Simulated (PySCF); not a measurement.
**MgH: g tensor and hyperfine couplings**

Compound: HMg (doublet state).
Atom-mapped SMILES: `[MgH:1]` (hydrogens: H2 on Mg1)

Structure used (PBE0-D3(BJ)/def2-SVP), in Å, numbered top down from 1:
```xyz
2
MgH angstrom
Mg     0.8753   -0.0060   -0.0054
H     -0.8698    0.0086   -0.0229
```

Method: UKS B3LYP, def2-TZVP with uncontracted s and p shells and three added tight s functions on Mg, pcH-1 on H, non-relativistic, mean-field spin-orbit, GIAO (PySCF 2.14.0). Geometry: PBE0-D3(BJ)/def2-SVP; no solvent, vibrations or thermal averaging.

- g1, g2, g3: 2.00014, 2.00015, 2.00227
- g_iso: 2.00085
- Form of g: axial
- ⟨S²⟩: 0.7547 (exact 0.7500)
- α and β electrons: 7, 6
- Total energy: -200.65187 Eh

Isotropic coupling and dipolar principal values T1 to T3, in 10⁻⁴ cm⁻¹; ρ(0) is the spin density at the nucleus (1 × 10⁻⁴ cm⁻¹ = 2.998 MHz):

```tsv
atom	isotope	a_iso	of which spin–orbit	T1	T2	T3	Mulliken spin population	ρ(0) (bohr⁻³)
Mg1	25Mg	-64.0	0.0	-3.8	1.9	1.9	0.78	0.7013
H2	1H	123.4	0.0	-0.5	-0.5	1.0	0.22	0.0828
```

The largest Mulliken spin populations are on Mg1 (+0.78) and H2 (+0.22).

Axes: g3 lies along the molecular axis.

Under fast tumbling the dipolar parts average out, and these isotropic splittings remain: 1 × 1H (H2, I = 1/2, 2 lines) with 13.21 mT.

The 25Mg coupling of Mg1 (-191.9 MHz) shows only in satellite lines or after enrichment, since that isotope makes up about 10.0 % of natural magnesium.
